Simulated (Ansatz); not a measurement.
## H3Ge–BH⁺, singlet in cc-pVDZ: errors against RCCSDT(Q)

Geometry: that of the H3Ge–BH, doublet, kept fixed.

```yaml
atoms:
  - { symbol: Ge, position_ang: [0.0000, 0.0147, 0.2659] }
  - { symbol: B, position_ang: [0.0000, -0.1536, -1.7625] }
  - { symbol: H, position_ang: [0.0000, 1.4503, 0.8330] }
  - { symbol: H, position_ang: [1.2427, -0.7130, 0.8099] }
  - { symbol: H, position_ang: [-1.2427, -0.7130, 0.8099] }
  - { symbol: H, position_ang: [0.0000, 0.5661, -2.7120] }
```

Basis cc-pVDZ; Ansatz 0.2.0. Correlated methods freeze the noble-gas cores and the filled d shells of p-block atoms, which leaves 10 electrons in 46 orbitals. R marks a restricted (for open shells ROHF) determinant. Active spaces: frontier = (8e, 8o) about the gap. No spin–orbit coupling is included, and no scalar relativity.

Full CI isn't at hand for all of this; RCCSDT(Q) serves as the reference, and is uncertain by the last step of the cluster series or more.

```
UHF ⟨S²⟩                          : 0.000
T1 diagnostic (RCCSD)             : 0.0207
largest doubles amplitude (RCCSD) : 0.054
```

Q: From what is known of these methods and the diagnostics, rank them by the size of their error in total energy against RCCSDT(Q) in cc-pVDZ, smallest first (an estimate: the text doesn't fix the numbers).
A. MRCISD+Q (frontier space)
B. BCCD(T)
C. RCCSDT
D. RCCSD
E. RMP2

A: C (0.13 kcal/mol), A (0.43 kcal/mol), B (0.87 kcal/mol), D (3.82 kcal/mol), E (30.35 kcal/mol).

All errors are against RCCSDT(Q) in cc-pVDZ. Within each family the higher level lies nearer, as is usual though not guaranteed.
